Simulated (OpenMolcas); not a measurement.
# A workflow on doublet CH3

Wanted: the energy (ROHF/STO-3G), then the energy (CASSCF(3,3)/STO-3G), then the energy (CASPT2(3,3)/STO-3G), then the energy (SC-NEVPT2(3,3)/STO-3G), then the energy (MRCI(3,3)/STO-3G) of doublet CH3. 

The results are computed with OpenMolcas 26.06.

### 1 The system as given

CH3 has 4 atoms, charge 0, and is taken as a doublet. As SMILES of the parent species, `[CH3-]`. The coordinates come from a PBE0-D4/def2-TZVPD relaxation. That shape belongs to the parent species and isn't relaxed for this state.

Bond lengths: C1–H2 1.111 Å, C1–H3 1.111 Å, C1–H4 1.111 Å. Angles: H2–C1–H3 104.7°, H2–C1–H4 104.7°, H3–C1–H4 104.7°.

### 2 The energy at ROHF/STO-3G (run 1)

File step1.inp:

```
* CH3 Hartree-Fock
&GATEWAY
BasLib
$CurrDir
Coord
4
angstrom
C       -0.146350      -0.155270       0.261210
H        0.134550       0.900100       0.465250
H       -0.783290      -0.107350      -0.647820
H        0.795090      -0.637480      -0.078660
Basis
STO-3G
Group
NoSym
&SEWARD
&SCF
UHF
Spin
2
Scramble
0.25
PrOrbitals
1 1
&RASSCF
FileOrb
$Project.UnaOrb
Spin
2
Nactel
1 0 0
Inactive
4
Ras2
1
OutOrbitals
Canonical
OrbListing
Nothing
```

The basis set STO-3G is read from a file made from the Basis Set Exchange's data (not shown).

On the command line:

```sh
export MOLCAS_MEM=1860
pymolcas step1.inp > step1.log
```

Output:

```text
--- Start Module: gateway ---
[...]
--- Stop Module: gateway /rc=_RC_ALL_IS_WELL_ ---
[...]
      Basis functions            8
[...]
--- Start Module: scf ---
[...]
       Convergence after  11 Iterations
[...]
::    Total SCF energy                                -39.0590732138
[...]
      Total spin, S                                     0.5042511660
[...]
--- Stop Module: scf /rc=_RC_ALL_IS_WELL_ ---
--- Start Module: rasscf ---
[...]
      Number of active orbitals                  1
[...]
      Spin quantum number                      0.5
[...]
      Active orbitals                            1
[...]
      Number of CSFs                             1
[...]
      Number of root(s) required                 1
[...]
      Convergence after  5 iterations
[...]
      printout of CI-coefficients larger than  0.05 for root  1
      energy=     -39.057353
      conf/sym  1     Coeff  Weight
             1  u   1.00000 1.00000
      Natural orbitals and occupation numbers for root  1
      sym 1:   1.000000
      ************************************************************************************************************************
      *                                                    Final results                                                     *
[...]
::    RASSCF root number  1 Total energy:    -39.05735269
[...]
      Total electronic charge=    9.000000
      Total            charge=   -0.000000
[...]
      Dipole Moment (debye):
      Origin of the operator (angstrom)=   -0.1071   -0.1136    0.1911
                   X=  1.4837E-01               Y=  1.5742E-01               Z= -2.6484E-01           Total=  3.4196E-01
      Quadrupole Moment (debye*angstrom):
[...]
--- Stop Module: rasscf /rc=_RC_ALL_IS_WELL_ ---
[...]
```

Run time: 1.3 s. Hardware: 1 thread of Intel Xeon 6975P-C (Granite Rapids), shared host; peak memory 0.37 GiB.

### 3 A single-point energy at CASSCF(3,3)/STO-3G (run 2)

File step2.input:

```
* CH3 CASSCF

&GATEWAY
 BasLib = $CurrDir
 Coord
 4
 angstrom
 C       -0.146350      -0.155270       0.261210
 H        0.134550       0.900100       0.465250
 H       -0.783290      -0.107350      -0.647820
 H        0.795090      -0.637480      -0.078660
 Basis = STO-3G
 Group = NoSym

&SEWARD

&RASSCF
 FileOrb = $CurrDir/step1.RasOrb
 Spin = 2
 Nactel = 3 0 0
 Inactive = 3
 Ras2 = 3
 OrbListing = Nothing
```

The basis set STO-3G is read from a file made from the Basis Set Exchange's data (not shown).

On the command line:

```sh
export MOLCAS_MEM=1860
pymolcas step2.input > step2.log
```

Output:

```text
--- Start Module: gateway ---
[...]
--- Stop Module: gateway /rc=_RC_ALL_IS_WELL_ ---
--- Start Module: seward ---
[...]
      Basis functions            8
--- Stop Module: seward /rc=_RC_ALL_IS_WELL_ ---
--- Start Module: rasscf ---
[...]
      Number of active orbitals                  3
[...]
      Spin quantum number                      0.5
[...]
      Active orbitals                            3
[...]
      Number of CSFs                             8
[...]
      Number of root(s) required                 1
[...]
      Convergence after 14 iterations
[...]
      printout of CI-coefficients larger than  0.05 for root  1
      energy=     -39.075344
      conf/sym  111     Coeff  Weight
             1  2u0   0.99385 0.98774
             8  0u2   0.09786 0.00958
      Natural orbitals and occupation numbers for root  1
      sym 1:   1.977598   1.000236   0.022165
      ************************************************************************************************************************
      *                                                    Final results                                                     *
[...]
::    RASSCF root number  1 Total energy:    -39.07534392
[...]
      Total electronic charge=    9.000000
      Total            charge=   -0.000000
[...]
      Dipole Moment (debye):
      Origin of the operator (angstrom)=   -0.1071   -0.1136    0.1911
                   X=  1.4565E-01               Y=  1.5215E-01               Z= -2.5782E-01           Total=  3.3292E-01
      Quadrupole Moment (debye*angstrom):
[...]
--- Stop Module: rasscf /rc=_RC_ALL_IS_WELL_ ---
[...]
```

Wall time 1.1 s (1 thread of Intel Xeon 6975P-C (Granite Rapids), shared host); peak memory 0.37 GiB.

### 4 A single-point energy at CASPT2(3,3)/STO-3G (run 3)

File step3.inp:

```
* CH3 CASPT2
>>> EXPORT MOLCAS_PRINT=2
&GATEWAY
BASLIB=$CurrDir
COORD
4
angstrom
C       -0.146350      -0.155270       0.261210
H        0.134550       0.900100       0.465250
H       -0.783290      -0.107350      -0.647820
H        0.795090      -0.637480      -0.078660
BASIS=STO-3G
GROUP=NoSym
&SEWARD
&RASSCF
FILEORB=$CurrDir/step2.RasOrb
SPIN=2
NACTEL=3 0 0
INACTIVE=3
RAS2=3
ORBLISTING=Nothing
&CASPT2
IMAGINARY=0.1
FROZEN=1
```

The basis set STO-3G is read from a file made from the Basis Set Exchange's data (not shown).

On the command line:

```sh
export MOLCAS_MEM=1860
pymolcas step3.inp > step3.log
```

Output:

```text
--- Start Module: gateway ---
[...]
--- Stop Module: gateway /rc=_RC_ALL_IS_WELL_ ---
[...]
      Basis functions            8
[...]
--- Start Module: rasscf ---
[...]
      Number of active orbitals                  3
[...]
      Spin quantum number                      0.5
[...]
      Active orbitals                            3
[...]
      Number of CSFs                             8
[...]
      Number of root(s) required                 1
[...]
      Convergence after  4 iterations
[...]
      printout of CI-coefficients larger than  0.05 for root  1
      energy=     -39.075344
      conf/sym  111     Coeff  Weight
             1  2u0   0.99385 0.98774
             8  0u2   0.09786 0.00958
      Natural orbitals and occupation numbers for root  1
      sym 1:   1.977598   1.000236   0.022165
      ************************************************************************************************************************
      *                                                    Final results                                                     *
[...]
::    RASSCF root number  1 Total energy:    -39.07534392
[...]
      Total electronic charge=    9.000000
      Total            charge=   -0.000000
[...]
      Dipole Moment (debye):
      Origin of the operator (angstrom)=   -0.1071   -0.1136    0.1911
                   X=  1.4565E-01               Y=  1.5215E-01               Z= -2.5782E-01           Total=  3.3292E-01
      Quadrupole Moment (debye*angstrom):
[...]
--- Stop Module: rasscf /rc=_RC_ALL_IS_WELL_ ---
--- Start Module: caspt2 ---
[...]
 ###    WARNING: User changed nr of frozen orbitals.                         ###
 ###############################################################################
[...]
      E2 (Variational):          -0.0308077424
      Total energy:             -39.1061516602
[...]
      Reference weight:           0.98780
[...]
::    CASPT2 Root  1     Total energy:    -39.10615166
[...]
--- Stop Module: caspt2 /rc=_RC_ALL_IS_WELL_ ---
[...]
```

It took 1.1 s on 1 thread of Intel Xeon 6975P-C (Granite Rapids), shared host; peak memory 0.37 GiB.

### 5 A single-point energy at SC-NEVPT2(3,3)/STO-3G (run 4)

File step4.input:

```
>>> EXPORT MOLCAS_PRINT=2
&GATEWAY
BasLib = $CurrDir
Coord
4
angstrom
C       -0.146350      -0.155270       0.261210
H        0.134550       0.900100       0.465250
H       -0.783290      -0.107350      -0.647820
H        0.795090      -0.637480      -0.078660
Basis = STO-3G
Group = NoSym
&SEWARD
&RASSCF
FileOrb = $CurrDir/step2.RasOrb
Spin = 2
Nactel = 3 0 0
Inactive = 3
Ras2 = 3
OrbListing = Nothing
&CASPT2
SC-NEVPT2
Frozen = 1
```

The basis set STO-3G is read from a file made from the Basis Set Exchange's data (not shown).

On the command line:

```sh
export MOLCAS_MEM=1860
pymolcas step4.input > step4.log
```

Output:

```text
--- Start Module: gateway ---
[...]
--- Stop Module: gateway /rc=_RC_ALL_IS_WELL_ ---
[...]
      Basis functions            8
[...]
--- Start Module: rasscf ---
[...]
      Number of active orbitals                  3
[...]
      Spin quantum number                      0.5
[...]
      Active orbitals                            3
[...]
      Number of CSFs                             8
[...]
      Number of root(s) required                 1
[...]
      Convergence after  4 iterations
[...]
      printout of CI-coefficients larger than  0.05 for root  1
      energy=     -39.075344
      conf/sym  111     Coeff  Weight
             1  2u0   0.99385 0.98774
             8  0u2   0.09786 0.00958
      Natural orbitals and occupation numbers for root  1
      sym 1:   1.977598   1.000236   0.022165
      ************************************************************************************************************************
      *                                                    Final results                                                     *
[...]
::    RASSCF root number  1 Total energy:    -39.07534392
[...]
      Total electronic charge=    9.000000
      Total            charge=   -0.000000
[...]
      Dipole Moment (debye):
      Origin of the operator (angstrom)=   -0.1071   -0.1136    0.1911
                   X=  1.4565E-01               Y=  1.5215E-01               Z= -2.5782E-01           Total=  3.3292E-01
      Quadrupole Moment (debye*angstrom):
[...]
--- Stop Module: rasscf /rc=_RC_ALL_IS_WELL_ ---
--- Start Module: caspt2 ---
[...]
 ###    WARNING: User changed nr of frozen orbitals.                         ###
 ###############################################################################
[...]
      E2 (Variational):          -0.0310186926
[...]
      E2 (Variational):          -0.0307899980
      Total energy:             -39.1061339159
[...]
      Reference weight:           0.98779
[...]
::    SC-NEVPT2 Root  1     Total energy:    -39.10613392
[...]
--- Stop Module: caspt2 /rc=_RC_ALL_IS_WELL_ ---
[...]
```

It took 1 s on 1 thread of Intel Xeon 6975P-C (Granite Rapids), shared host; peak memory 0.37 GiB.

### 6 The energy at MRCI(3,3)/STO-3G (run 5)

File step5.inp:

```
&GATEWAY
 BASLIB=$CurrDir
 COORD
 4
 angstrom
 C       -0.146350      -0.155270       0.261210
 H        0.134550       0.900100       0.465250
 H       -0.783290      -0.107350      -0.647820
 H        0.795090      -0.637480      -0.078660
 BASIS=STO-3G
 GROUP=NoSym

&SEWARD

&RASSCF
 FILEORB=$CurrDir/step2.RasOrb
 SPIN=2
 NACTEL=3 0 0
 INACTIVE=3
 RAS2=3
 ORBLISTING=Nothing

&MOTRA
 LUMORB
 FROZEN=1

&GUGA
 ELECTRONS=7
 SPIN=2
 INACTIVE=2
 ACTIVE=3
 CIALL=1

&MRCI
 SDCI
```

The basis set STO-3G is read from a file made from the Basis Set Exchange's data (not shown).

On the command line:

```sh
export MOLCAS_MEM=1860
pymolcas step5.inp > step5.log
```

Output:

```text
--- Start Module: gateway ---
[...]
--- Stop Module: gateway /rc=_RC_ALL_IS_WELL_ ---
[...]
      Basis functions            8
[...]
      Number of active orbitals                  3
[...]
      Spin quantum number                      0.5
[...]
      Active orbitals                            3
[...]
      Number of CSFs                             8
[...]
      Number of root(s) required                 1
[...]
      Convergence after  4 iterations
[...]
      printout of CI-coefficients larger than  0.05 for root  1
      energy=     -39.075344
      conf/sym  111     Coeff  Weight
             1  2u0   0.99385 0.98774
             8  0u2   0.09786 0.00958
      Natural orbitals and occupation numbers for root  1
      sym 1:   1.977598   1.000236   0.022165
      ************************************************************************************************************************
      *                                                    Final results                                                     *
[...]
::    RASSCF root number  1 Total energy:    -39.07534392
[...]
      Dipole Moment (debye):
      Origin of the operator (angstrom)=   -0.1071   -0.1136    0.1911
                   X=  1.4565E-01               Y=  1.5215E-01               Z= -2.5782E-01           Total=  3.3292E-01
      Quadrupole Moment (debye*angstrom):
[...]
      *** WARNING: Default frozen orbitals is overwritten by user input.
      *** Default values:   1
[...]
--- Start Module: guga ---
[...]
--- Stop Module: guga /rc=_RC_ALL_IS_WELL_ ---
--- Start Module: mrci ---
[...]
       (But an ACPF correction will be computed)
       USE THE DEFAULT ACPF G-VALUE GFAC=  0.28571428571428570
[...]
                      CI ENERGY:   -39.12070349
[...]
                ACPF CORRECTION:    -0.00093087
[...]
      Total electronic charge=    9.000000
      Total            charge=   -0.000000
[...]
     ACPF CORRECTION:     -0.00093087
[...]
  CI State   1     Total energy:    -39.12070349     QDav:     -0.00131400     QACPF:     -0.00093087
[...]
--- Stop Module: mrci /rc=_RC_ALL_IS_WELL_ ---
[...]
```

It took 1.1 s on 1 thread of Intel Xeon 6975P-C (Granite Rapids), shared host; peak memory 0.37 GiB.

### 7 Summary of results

```
                                                    quantity         value
                            run 1, ROHF/STO-3G: total energy  -39.05735 Eh
                           run 1, ROHF/STO-3G: dipole moment        0.34 D
                     run 2, CASSCF(3,3)/STO-3G: total energy  -39.07534 Eh
   run 2, CASSCF(3,3)/STO-3G: dipole moment (CASSCF density)        0.33 D
                     run 3, CASPT2(3,3)/STO-3G: total energy  -39.10615 Eh
   run 3, CASPT2(3,3)/STO-3G: dipole moment (CASSCF density)        0.33 D
                  run 4, SC-NEVPT2(3,3)/STO-3G: total energy  -39.10613 Eh
run 4, SC-NEVPT2(3,3)/STO-3G: dipole moment (CASSCF density)        0.33 D
                       run 5, MRCI(3,3)/STO-3G: total energy  -39.12070 Eh
     run 5, MRCI(3,3)/STO-3G: dipole moment (CASSCF density)        0.33 D
```

Mulliken charges (run 1, ROHF/STO-3G) run from -0.13 on C1 to +0.04 on H2; they depend strongly on the basis. Mulliken charges (run 2, CASSCF(3,3)/STO-3G) run from -0.13 on C1 to +0.04 on H2; they depend strongly on the basis. Mulliken charges (run 3, CASPT2(3,3)/STO-3G) of the CASSCF density run from -0.13 on C1 to +0.04 on H2; they depend strongly on the basis.
